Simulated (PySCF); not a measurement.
## Ionisation energy of N by level of theory

N [He] 2s2 2p3 (4S) → N⁺ [He] 2s2 2p2 (3P), as a difference of total energies. Computed with PySCF 2.14 in Sapporo-DZP-2012 (4s3p1d, 18 functions), with scalar relativity by spin-free X2C-1e. Correlated levels: valence: 1s2 frozen. The calculations carry no spin-orbit coupling.

```json
{"method": "UHF", "ionisation energy (eV)": "13.869"}
{"method": "B3LYP", "ionisation energy (eV)": "14.549"}
{"method": "TPSS", "ionisation energy (eV)": "14.547"}
{"method": "MP2 (valence)", "ionisation energy (eV)": "14.408"}
{"method": "SCS-MP2 (valence)", "ionisation energy (eV)": "14.181"}
{"method": "CCSD (valence)", "ionisation energy (eV)": "14.248"}
{"method": "CCSD(T) (valence)", "ionisation energy (eV)": "14.247"}
```

Question: How much does correlation contribute at CCSD(T) (valence)?

Answer: 14.247 − (13.869) = 0.378 eV, measured against UHF.

Errors of the correlated levels include the incompleteness of this basis and the frozen core.

For comparison: 14.545 eV (measured; NIST levels, between the centres of gravity of the two terms).
